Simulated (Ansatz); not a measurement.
## One elementary step

Start structure (CH6FSi, doublet), relaxed at PBE0-D4/def2-TZVP:

H1  (-0.856, -0.730, 1.241)
C2  (-1.473, 0.166, 1.143)
F3  (-0.929, 0.977, 0.168)
Si4  (1.637, -0.434, -1.144)
H5  (-1.492, 0.713, 2.088)
H6  (-2.487, -0.109, 0.848)
H7  (2.780, -1.255, -1.627)
H8  (0.701, -0.123, -2.253)
H9  (2.118, 0.795, -0.464)
(Å)

The step: CH₃F ([CH3][F]) + SiH₃ → CH₂F ([CH2][F]) + SiH₄; bonds formed: H1–Si4; bonds broken: H1–C2. Ansatz 0.2.0; basis: def2-TZVPP and def2-QZVPP; cores frozen in the correlated methods; orbitals are unrestricted. Extrapolation: Hartree–Fock as exp(−7.88 √X), correlation as X^−2.97. Energies below are by CCSD(T) at an estimated basis limit (MP2 extrapolated from triple and quadruple zeta, plus CCSD(T) − MP2 in triple zeta).

**Question.** What are the electronic barrier and the energy of the step, from the start structure to the end structure? (Judge from chemistry; the value comes from the calculation.)

**Answer.** The calculation gives: Barrier 23.58 kcal/mol; step energy 12.32 kcal/mol (uphill); reverse barrier, their difference, 11.25 kcal/mol. Barrier and step energy count from the start structure, the reverse barrier from the end structure.

The saddle point: One imaginary mode of 1054i cm⁻¹.
| pair | start (Å) | saddle (Å) | end (Å) |
| --- | --- | --- | --- |
| H1–Si4 | 3.46 | 1.63 | 1.48 |
| H1–C2 | 1.09 | 1.57 | 3.29 |

Zero-point energy (harmonic, PBE0-D4): ZPE is 38.57 kcal/mol at the start and 34.84 kcal/mol at the saddle, so the barrier goes from 23.58 to 19.85 kcal/mol.

The T1 diagnostic stays at or below 0.016. ⟨S²⟩ of the unrestricted Hartree–Fock references: 0.75 to 0.78 (a pure state has 0.75).

Radical steps of this kind take place in plasma deposition and etching.

Labels in which every atom is bracketed show which atoms are joined, not bond orders.

For scale, one of the runs: CCSD(T)/def2-TZVPP, 188 basis functions, launched by `ansatz run in.yaml --threads 4 --pin off --events-out ev --progress --plain --max-ram 9574MiB`. Time: 97 s of wall clock on 4 CPU threads of an Arm Neoverse V2; the host was shared. Peak host memory: 5 GiB.
